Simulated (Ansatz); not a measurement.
Z-matrix (Å, degrees):
```
C
C 1 1.509
H 1 1.091 2 108.4
H 1 1.091 2 113.9 3 121.6
H 1 1.090 2 108.5 3 -116.4
N 2 1.357 1 115.7 3 -115.7
O 2 1.212 1 122.1 3 63.9
H 6 1.002 2 122.4 1 -0.1
H 6 1.005 2 118.3 1 179.1
```

The species carries charge 0 and has multiplicity 1.

Question: List the CAM-B3LYP/def2-TZVPP orbital energies in eV (the Gaussian-basis code of Ansatz). (Estimate.)

Answer: Computed: Occupied: -521.32, -392.18, -281.68, -278.97, -30.50, -26.99, -22.46, -18.22, -16.82, -14.90, -14.26, -12.97, -12.82, -11.96, -9.29, -8.80. Lowest empty: 1.54, 2.01, 2.86, 3.05, 4.29, 4.57, 4.95, 5.91.
